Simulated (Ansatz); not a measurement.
This geometry of C4H9N (14 atoms, charge 0, multiplicity 1) is a first-order saddle point.

Computed with RKS PBE0-D4/def2-SVP in Ansatz.

```xyz
14
Properties=species:S:1:pos:R:3
C -0.741 1.580 0.583
C -0.177 0.382 0.395
C 1.057 -0.064 1.117
C -0.750 -0.604 -0.600
N 0.164 -0.982 -1.631
H -1.638 1.875 0.030
H -0.335 2.304 1.295
H 0.841 -0.942 1.750
H 1.476 0.727 1.755
H 1.820 -0.381 0.389
H -1.697 -0.187 -0.999
H -1.036 -1.521 -0.054
H 0.526 -0.288 -2.264
H 0.477 -1.930 -1.739
```

(1) Which two structures does it join? (They come from a converged band through this point; their orientation in space is the band's.)

(2) How far does it lie above each of them?

## Answers

(1) No bond is made or broken. The height of N5 over the plane of its neighbours goes from -0.38 to 0.38 Å.

Initial state:

```xyz
14
Properties=species:S:1:pos:R:3
C -0.739 1.563 0.544
C -0.146 0.372 0.400
C 1.074 -0.032 1.168
C -0.681 -0.650 -0.571
N 0.336 -1.042 -1.530
H -1.626 1.830 -0.039
H -0.364 2.307 1.253
H 0.854 -0.899 1.814
H 1.453 0.784 1.800
H 1.864 -0.356 0.474
H -1.618 -0.259 -1.020
H -0.965 -1.553 0.002
H 0.532 -0.272 -2.166
H 0.014 -1.821 -2.101
```

Final state:

```xyz
14
Properties=species:S:1:pos:R:3
C -0.718 1.567 0.540
C -0.186 0.353 0.356
C 1.054 -0.098 1.068
C -0.810 -0.640 -0.600
N 0.025 -1.070 -1.707
H -1.625 1.875 0.010
H -0.273 2.294 1.227
H 0.849 -0.991 1.684
H 1.463 0.685 1.722
H 1.839 -0.385 0.349
H -1.741 -0.209 -1.005
H -1.113 -1.541 -0.036
H 0.400 -0.262 -2.199
H 0.823 -1.610 -1.380
```

(2) 0.173 eV above the first and 0.159 eV above the second. This is the barrier of this one path; another mechanism may lie lower.

Run time: 2.8 min on 2 threads of Intel(R) Xeon(R) CPU @ 2.80GHz (Skylake/Cascade Lake), on a shared host, peak memory 0.28 GiB.
